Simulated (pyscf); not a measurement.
PySCF, gas phase, ωB97X-D3(BJ)/def2-SVP geometries.

Problem. For the elementary gas-phase step `[OH][As]([OH])[OH]` + `[H]` [doublet] → `[OH2]` + `[OH][As][OH]` [doublet] (doublet surface; As–O broken, H–O formed), what barrier and reaction energy does ωB97M-D3(BJ)/def2-TZVP give, measured from the separated reactants?

Solution. ΔE‡ = 0.69 eV, ΔE = -1.20 eV. Zero-point energy shifts the barrier by +0.04 eV. It is a substitution at O, with an imaginary mode of 1690i cm⁻¹. On the product side the descent ends in a bound adduct, 0.43 eV under the separated species and 2.34 eV under the saddle at ωB97X-D3(BJ)/def2-TZVP. At ωB97X-D3(BJ) the barrier from the zero used here is 0.80 eV. This is the saddle that the search found; another between the same sides may lie lower. The angle at the attacked O is 155°. Elements up to Kr have no core potential and no relativistic terms here.
